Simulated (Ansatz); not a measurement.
Basis-set extrapolation for C4H4OS, SMILES `C=CSC#CO` (PBE0-D4/def2-TZVP geometry, frozen core, Ansatz 0.2.0). Multiplicity 1, RHF reference.

|  | def2-TZVPP | def2-QZVPP |
| --- | --- | --- |
| HF | -626.180645 | -626.201619 |
| MP2 correlation | -1.025577 | -1.100335 |
| CCSD(T) correlation | -1.109145 | not run |

Energies in hartree. Use E(X) = E(∞) + A·exp(−7.88·√X) for Hartree–Fock and E(X) = E(∞) + B·X^(−2.97) for correlation, with X = 3 and 4, and add CCSD(T) minus MP2 of the smaller set to the MP2 limit.

Question: What is the CCSD(T) energy at the basis-set limit?

Answer: HF limit: -626.201619 + (-0.020974) × 0.13774 = -626.20451. MP2 limit: -1.100335 + (-0.074758) × 0.74074 = -1.15571. Higher-order term: -1.109145 − (-1.025577) = -0.08357. Total: -627.44379 hartree, 404.3 kJ/mol below CCSD(T)/def2-TZVPP.
